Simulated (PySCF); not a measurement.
The vertical singlet excitations below were computed for one of the candidates. Method: TDDFT CAM-B3LYP/def2-SVPD, vertical, gas phase, core orbitals frozen in the response in PySCF. Geometries: GFN2-xTB, one conformer each.

```tsv
state	ν̃ (cm⁻¹)	f	main configurations (H = HOMO, L = LUMO)
S1	44330	0.023	H→L (90%)
S2	50180	0.061	H→L+2 (78%), H→L+3 (9%)
S3	50760	0.226	H→L+3 (45%), H→L+1 (32%)
S4	52000	0.093	H→L+3 (40%), H→L+1 (27%), H→L+4 (19%)
S5	54160	0.0078	H→L+4 (39%), H-1→L (30%), H→L+2 (8%)
S6	54260	0.010	H-1→L (35%), H→L+4 (21%), H→L+1 (18%)
S7	57590	0.0088	H→L+5 (69%)
S8	59070	0.0066	H→L+6 (78%), H→L+5 (9%)
```

Triplets computed (Tamm–Dancoff): 4.10, 5.46, 6.10 eV.

Orbital energies (eV): HOMO-3 -11.54, HOMO-2 -10.33, HOMO-1 -8.61, HOMO -6.96, LUMO 1.23, LUMO+1 2.02, LUMO+2 2.15.

Problem. Which structure fits? All have the formula C4H10N2.
A. `C=CCN(C)N`
B. `C=CN(C)NC`
C. `CN1N(CC1)C`
D. `C[C@@H]1CCNN1`
E. `CN(N)C1CC1`

Solution. B. Its S1, at 5.50 eV, is the lowest among the candidates; the nearest of the others has S1 at 5.76 eV. S1 is HOMO→LUMO (90%). Löwdin shares by element: HOMO carbon 43% or more, nitrogen 38% (atoms not listed hold the other 19%); LUMO carbon 36% or more, hydrogen 19% or more (atoms not listed hold the other 45%). At the same level the other candidates give, for their lowest levels:
- `C[C@@H]1CCNN1`: 6.48 eV (f 0.008); 6.62 eV (f 0.016); 7.17 eV (f 0.011); 7.28 eV (f 0.041); 7.55 eV (f 0.009); T1 6.26 eV; HOMO -8.31, LUMO 1.33 eV
- `CN(N)C1CC1`: 6.33 eV (f 0.048); 6.89 eV (f 0.029); 7.09 eV (f 0.034); 7.13 eV (f 0.034); 7.42 eV (f 0.034); T1 6.04 eV; HOMO -7.82, LUMO 1.51 eV
- `CN1CCN1C`: 5.76 eV (f 0.000); 6.15 eV (f 0.033); 6.29 eV (f 0.006); 6.82 eV (f 0.080); 6.89 eV (f 0.000); T1 5.58 eV; HOMO -7.01, LUMO 1.54 eV
- `C=CCN(C)N`: 6.12 eV (f 0.041); 6.52 eV (f 0.002); 6.89 eV (f 0.017); 7.25 eV (f 0.006); 7.39 eV (f 0.016); T1 4.50 eV; HOMO -7.88, LUMO 1.31 eV

The values belong to the conformer `[CH2:1]=[CH:2][N:3]([CH3:4])[NH:5][CH3:6]`: C1–C2–N3–C4 11°, C2–N3–N5–C6 -89°.
